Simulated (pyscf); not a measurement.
**Routes from H₃Si–Cl + H atom (H•)**

Candidate steps break at most two bonds and form at most two. Each was searched with GFN2-xTB (tblite) first. Single points on ωB97X-D3(BJ)/def2-SVP structures (PySCF, gas phase). MP2 and CC: frozen core, UHF for open shells. ΔMP2 is the change of the MP2 total energy from the triple- to the quadruple-zeta basis. Energies: CCSD(T)/def2-TZVPP + ΔMP2(QZVPP), eV, from the separated reactants, doublet surface.

```
products                    type   ΔE‡     ΔE  ΔG‡ 298 K  ΔG‡ 900 K  ν‡ (cm⁻¹)
------------  ------------------  ----  -----  ---------  ---------  ---------
H₃Si–Cl + H•  substitution at Si  0.55   0.00       0.82       1.40       466i
SiH₃• + HCl        atom transfer  0.89  +0.16       1.13       1.70       878i
```

Under all of these lies the exit to •H₂Si–Cl + H₂ (barrier +0.22 eV at ωB97M-D3(BJ)). Plain bond fissions and candidates not yet searched are not listed, and one of them may be faster. Each barrier is that of the saddle found; lower ones may exist. The CCSD(T) − MP2 part came from Ansatz, without density fitting, on the same reference.
